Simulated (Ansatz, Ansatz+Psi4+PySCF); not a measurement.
```xyz
4

Sc    0.0000    0.0000    0.0000
F     1.6764    0.0000    0.0000
F    -0.8382    1.4518    0.0000
F    -0.8382   -1.4518    0.0000
```

Basis set: cc-pVTZ (spherical functions). Frozen core: 8 orbitals. Charge 0, multiplicity 1.

Computed with Ansatz (development build ahead of 0.2.0); each method stands on the lowest determinant of its kind that the runs found. Restricted open shells among the atoms or ions are ROHF, correlated in semicanonical orbitals with singles.

(1) Give the atomization energy at this shape (free ground-state atoms in the same class of orbitals less the molecule, no zero-point energy) of singlet ScF3 by RHF-MP2, RHF.

## Answers

(1)

```tsv
method	atomization energy
RHF-MP2	18.74 eV
RHF	13.05 eV
```

Caution: no unrestricted run beside it, a lower state can exist; the shape is not the minimum.
